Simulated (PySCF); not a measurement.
## C₄H₁₀O: calculation and literature

Bonds (- single, = double, # triple, : aromatic): C1-C2 1.520 Å, C2-C3 1.521 Å, C2-C4 1.522 Å, C4-O5 1.412 Å. C1 carries H6, H7, H8; C2 carries H9; C3 carries H10, H11, H12; C4 carries H13, H14; O5 carries H15.

PySCF calculation with PBE0-D3(BJ)/def2-TZVP geometry, spin–spin couplings from B3LYP/pcJ-2 (without the spin–dipole term) and GIAO B97-2/pcSseg-2 shieldings; no relativistic terms, no solvent, averaged over atoms made equivalent by symmetry, fast rotation or ring inversion, one computed conformer.

Reference values: measured (liquid, neat; K. Matsuzaki, S. Hayashi, W. Nakanishi, RSC Adv. 2024, ESI (observed values from its refs S1-S5)).
| atoms | quantity | reference | computed | computed, scaled |
| --- | --- | --- | --- | --- |
| O5 | δ 17O vs H2O | -2.0 | – | 1.5 |

Computed shifts are σ(ref) − σ with the named reference compound (TMS for H and C) calculated as an isolated molecule at the same level. The measured values may be among those fitted. Shieldings were converted by a linear fit to measured shifts: 17O: δ = 274.03 − 0.947σ (rms 12.2 ppm, 99 shifts vs liquid water, solution or neat liquid). Occasional misses reach two or three times the rms, and more in compound classes unlike the fitted ones.

Coupling constants in Hz:
```tsv
coupling	reference	computed	source
1J(C4,H13)	140.0	144.1	measured; liquid or solution (compiled); San Fabian, Garcia de la Vega, Suardiaz et al., Magn. Reson. Chem. 2013, 51, 775 (SI)
```
